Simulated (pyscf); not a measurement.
Thermochemistry of product channels of `[OH][Al]` [singlet] + `[NH3]` on the singlet surface, in kJ/mol, from ωB97M-D3(BJ)/def2-TZVP energies (ideal gas, 1 atm, RRHO with modes under 100 cm⁻¹ raised to 100, one conformer, R ln 2 for rigid chiral ones). Single points on ωB97X-D3(BJ)/def2-SVP structures (PySCF, gas phase).

```
products                        ΔE  ΔH(298 K)  ΔG(900 K)  ΔG(1200 K)
--------------------------  ------  ---------  ---------  ----------
`[NH]=[Al][OH]` + `[H][H]`  +184.8     +159.0     +154.3      +148.7
`[NH2][AlH][OH]`            -141.0     -148.3      -36.5        -2.6
```

These are energies of the channels, which say nothing of barriers.
